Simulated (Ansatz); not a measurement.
C8H18, SMILES `CCCCCCCC` at its PBE0-D4/def2-TZVP geometry, where that method's forces vanish. Charge 0, multiplicity 1.

```xyz
26

C     0.0252   -4.0489   -0.3888
C    -0.5243   -2.6483   -0.5965
C     0.4944   -1.5592   -0.3041
C    -0.0430   -0.1537   -0.5126
C     0.9810    0.9281   -0.2095
C     0.5033    2.3457   -0.5013
C    -0.7305    2.7908    0.2769
C    -0.5517    2.7592    1.7858
H     0.8848   -4.2347   -1.0390
H    -0.7253   -4.8129   -0.6044
H     0.3579   -4.1920    0.6433
H    -0.8791   -2.5409   -1.6283
H    -1.4034   -2.4990    0.0413
H     1.3771   -1.7090   -0.9389
H     0.8478   -1.6627    0.7298
H    -0.3883   -0.0463   -1.5491
H    -0.9306   -0.0160    0.1157
H     1.8840    0.7361   -0.8003
H     1.2914    0.8468    0.8387
H     1.3225    3.0437   -0.2915
H     0.2952    2.4351   -1.5740
H    -0.9865    3.8089   -0.0343
H    -1.5886    2.1705   -0.0028
H    -0.3862    1.7435    2.1539
H     0.3069    3.3637    2.0931
H    -1.4338    3.1516    2.2971
```

(1) What forces (eV/Å) does ωB97M-V/def2-TZVPP give on these atoms in the Gaussian-basis code of Ansatz? (Best estimate.)

Answers

(1) The calculation gave: 
```
C1   0.077 -0.193  0.029
C2  -0.223  0.062 -0.072
C3   0.216 -0.049  0.068
C4  -0.216  0.049 -0.067
C5   0.203 -0.044  0.088
C6   0.101  0.134 -0.142
C7  -0.196  0.060 -0.120
C8   0.026 -0.009  0.204
H9  -0.060  0.019  0.045
H10  0.059  0.059  0.017
H11 -0.024  0.016 -0.072
H12  0.028 -0.005  0.070
H13  0.063 -0.007 -0.041
H14 -0.055  0.009  0.034
H15 -0.024  0.007 -0.058
H16  0.020 -0.004  0.055
H17  0.049 -0.011 -0.026
H18 -0.059  0.007  0.037
H19 -0.019  0.002 -0.060
H20 -0.057 -0.044 -0.010
H21  0.014 -0.011  0.070
H22  0.018 -0.076  0.025
H23  0.057  0.043  0.018
H24 -0.013  0.060 -0.027
H25 -0.052 -0.043 -0.027
H26  0.068 -0.029 -0.038
```
